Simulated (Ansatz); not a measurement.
System: chalcopyrite CuGaSe2. Method: PBEsol (PAW; Ansatz, a program for electronic structure).

Settings: plane-wave cutoff 520 eV, 8×8×8 k mesh, Fermi–Dirac smearing 0.01 eV, no spin polarisation, scalar-relativistic PAW data made under PBE.

Computed at the level's own relaxed cell.

Task: Estimate the band gap, volume per atom, pressure derivative B′ of the bulk modulus and bulk modulus B0 that the calculation returns.

Result: 
* **band gap**: 0.12 eV (direct)
* **volume per atom**: 21.47 Å³/atom
* **pressure derivative B′ of the bulk modulus**: 4.9
* **bulk modulus B0**: 70.8 GPa

Measured, for comparison: band gap 1.67 eV (temperature not stated, no zero-point or thermal correction, direct or pseudo-direct at Γ; as tabulated in Ghosh et al. (2024), arXiv:2401.16805).

Note: the bulk modulus comes from volumes at which shape and atoms were relaxed.

Spin–orbit coupling is not included.

Computed values are for the static lattice.

It cost very roughly 40 core-minutes of CPU time.
